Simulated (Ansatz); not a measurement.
Results of LDA in Ansatz (plane waves, PAW) for hcp Er.

Run with plane-wave cutoff 500 eV, 24×24×14 k mesh (along the axes of the cell as run), Fermi–Dirac smearing 0.1 eV, spin-polarised with parallel moments, scalar-relativistic PAW data made under PBE.

Computed at the level's own relaxed cell.

Q: Estimate the volume per atom, lattice constant a, lattice parameter c and magnetic moment per atom (the cell's total over its atoms) that the calculation returns.

A: 
- volume per atom = 28.30 Å³/atom
- lattice constant a = 3.427 Å
- lattice parameter c = 5.566 Å
- magnetic moment per atom (the cell's total over its atoms) = 2.29 μB

Measured, for comparison: equilibrium volume per atom 30.64 Å³/atom (room temperature, not corrected to a static lattice; as tabulated in Söderlind et al. (2014), doi:10.1088/0953-8984/26/41/416001); lattice constant a 3.559 Å, lattice parameter c 5.585 Å (293 K, not corrected to a static lattice; as tabulated in Wikipedia's data pages). Computed (rounded) less measured: equilibrium volume per atom -7.6 %, lattice constant a -3.7 %, lattice parameter c -0.3 %. A static lattice is as a rule a little smaller and stiffer than an uncorrected measurement, which narrows the difference in the lattice parameter c and would widen misses of the other sign.

Note: the 4f shell is treated without U or exact exchange, so its levels and filling can be wrong; the collinear magnetic order is the start's and need not be the measured one.

Moments are spin moments.

Spin–orbit coupling is not included.

Computed values are for the static lattice.

Ansatz is a program for electronic structure.
